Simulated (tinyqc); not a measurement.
Inside a calculation. Method: Pariser-Parr-Pople SCF with singles CI, for the molecule N=c1cc1C=O (SMILES; centres numbered as the heavy atoms are written). One step of it, computed by the program tinyqc.

Task: Iteration 2: orbitals and new P. Diagonalise F (the basis is taken as orthonormal) and form P = 2 sum c c over the lowest orbitals; 0.3 of the old P is kept.

F (eV), order 1N, 2C, 3C, 4C, 5C, 6O:
```
[[-8.070831, -5.313897, 0.531280, 0.680488, 0.237562, -0.258029],
 [-5.313897, -5.562257, -3.744676, -3.553743, 0.050414, 0.141095],
 [0.531280, -3.744676, -6.623438, -5.088371, -0.158566, 0.653485],
 [0.680488, -3.553743, -5.088371, -7.000773, -3.551355, -0.084765],
 [0.237562, 0.050414, -0.158566, -3.551355, -5.834448, -5.797190],
 [-0.258029, 0.141095, 0.653485, -0.084765, -5.797190, -10.711548]]
```

pi electrons, sum of z_r less the charge = 6

P after iteration 1, order 1N, 2C, 3C, 4C, 5C, 6O:
```
[[1.426480, 0.797981, -0.219228, -0.280768, -0.132567, 0.186086],
 [0.797981, 0.842464, 0.430130, 0.379610, -0.020996, -0.077965],
 [-0.219228, 0.430130, 0.809563, 0.785767, 0.066018, -0.319981],
 [-0.280768, 0.379610, 0.785767, 0.887680, 0.379000, 0.031320],
 [-0.132567, -0.020996, 0.066018, 0.379000, 0.812096, 0.880034],
 [0.186086, -0.077965, -0.319981, 0.031320, 0.880034, 1.221717]]
```

Give: orbital energies; P after iteration 2.

Result:

orbital energies (eV): [-16.1887, -14.3746, -10.7216, -3.1845, -0.1248, 0.7908]

P after iteration 2, order 1N, 2C, 3C, 4C, 5C, 6O:
```
[[1.4242, 0.8109, -0.1986, -0.2789, -0.1358, 0.1600],
 [0.8109, 0.8163, 0.4081, 0.3684, -0.0064, -0.0690],
 [-0.1986, 0.4081, 0.7967, 0.8086, 0.0987, -0.2927],
 [-0.2789, 0.3684, 0.8086, 0.9129, 0.3509, 0.0157],
 [-0.1358, -0.0064, 0.0987, 0.3509, 0.7117, 0.8678],
 [0.1600, -0.0690, -0.2927, 0.0157, 0.8678, 1.3382]]
```
